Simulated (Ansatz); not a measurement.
A run of Ansatz (development build ahead of 0.2.0) on singlet Na2 at this shape:

```csv
atom,x (Å),y (Å),z (Å)
Na,0.0030,-0.0376,-2.2793
Na,0.0495,-0.0557,2.3357
```

Its results:

```json
{
 "Converged": "yes",
 "Total energy": "-323.56746 hartree",
 "Spin squared of the determinant": "0.000"
}
```

Task: Which input gives this output? Name the method, the orbitals and the basis set, and write the input.

Result: RHF in def2-SVP. An unrestricted run that stays on the closed shell gives the same numbers.

```yaml
crystal:
  periodic: [false, false, false]
  atoms:
    - { symbol: Na, position_ang: [0.00299, -0.03762, -2.27926] }
    - { symbol: Na, position_ang: [0.04955, -0.05567, 2.33566] }
basis:
  gaussian: { orbitals: def2-SVP }
hamiltonian:
  xc: hf
```

Caution: stretched shape with no unrestricted run beside it, a lower state can exist.
